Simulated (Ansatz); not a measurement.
**C₂H₇B (SMILES BCC): functionals against CCSD(T) at one geometry**

One table from this session's results is given with a row withheld; the runs are named, their logs left out.

Program: Ansatz 0.2.0, Gaussian basis. Level of theory: single points in def2-TZVPP. These are calculated values, not measurements.

Correlated methods freeze the cores.

### The starting structure

SMILES `BCC`, 10 atoms, charge 0, spin multiplicity 1.

Atoms are counted from 1 here; the program's logs count them from 0.

Bond lengths: B1–C2 1.619 Å, B1–H4 1.166 Å, B1–H5 1.158 Å, C2–C3 1.625 Å, C2–H6 0.972 Å, C2–H7 1.004 Å, C3–H8 1.122 Å, C3–H9 0.983 Å, C3–H10 1.034 Å. Angles: C2–B1–H4 119.7°, C2–B1–H5 114.8°, H4–B1–H5 124.1°, B1–C2–C3 110.3°, B1–C2–H6 114.7°, B1–C2–H7 107.1°, C3–C2–H6 107.0°, C3–C2–H7 110.9°, H6–C2–H7 106.7°, C2–C3–H8 104.3°, C2–C3–H9 109.3°, C2–C3–H10 111.6°, H8–C3–H9 101.3°, H8–C3–H10 113.9°, H9–C3–H10 115.5°.

Coordinates:

```xyz
10
charge 0, multiplicity 1
B    -0.9511    0.8058   -0.8021
C     0.4962    0.3471   -0.2391
C     0.3389   -0.9439    0.7348
H    -1.9188    0.3053   -0.3863
H    -0.9416    1.7767   -1.4333
H     0.9709    1.0287    0.2666
H     1.0674    0.1285   -1.0348
H     1.3854   -1.1639    1.0752
H    -0.0828   -0.6646    1.5780
H    -0.1180   -1.7335    0.2483
```

Set-up of the first run:

File run/in.yaml:

```yaml
crystal:
  periodic: [false, false, false]
  atoms:
    - {symbol: B, position_ang: [-0.951100, 0.805800, -0.802100]}
    - {symbol: C, position_ang: [0.496200, 0.347100, -0.239100]}
    - {symbol: C, position_ang: [0.338900, -0.943900, 0.734800]}
    - {symbol: H, position_ang: [-1.918800, 0.305300, -0.386300]}
    - {symbol: H, position_ang: [-0.941600, 1.776700, -1.433300]}
    - {symbol: H, position_ang: [0.970900, 1.028700, 0.266600]}
    - {symbol: H, position_ang: [1.067400, 0.128500, -1.034800]}
    - {symbol: H, position_ang: [1.385400, -1.163900, 1.075200]}
    - {symbol: H, position_ang: [-0.082800, -0.664600, 1.578000]}
    - {symbol: H, position_ang: [-0.118000, -1.733500, 0.248300]}
basis:
  gaussian: {orbitals: def2-TZVPP}
correlation: {method: ccsd_t}
output: {forces: true}
```

No record of the launch command was kept for these runs.

Among the steps run: CCSD(T)/def2-TZVPP; PBE0-D4/def2-TZVPP; wB97M-V/def2-TZVPP; r2SCAN-D4/def2-TZVPP; PBE-D4/def2-TZVPP; BHLYP-D4/def2-TZVPP; wB97X-V/def2-TZVPP.

One of the session's tables, all rows but one given; the rest of the session is left out.

```
   method  RMS force component (eV/Å)  angle to CCSD(T) forces (°)  dipole (D)
  CCSD(T)                       2.536                    reference        0.33
  PBE0-D4                       2.592                          1.6        0.40
  wB97M-V                       2.529                          1.4        0.38
r2SCAN-D4                       2.551                          1.6        0.42
   PBE-D4                       2.615                          2.3        0.46
 BHLYP-D4                       2.485                          3.1        0.33
  wB97X-V                           ?                            ?           ?
```

Estimate the missing values for wB97X-V.

The run gave: RMS force component (eV/Å): 2.602; angle to CCSD(T) forces (°): 0.9; dipole (D): 0.37. In the column «RMS force component (eV/Å)» it lies between PBE0-D4 (2.592) and PBE-D4 (2.615).
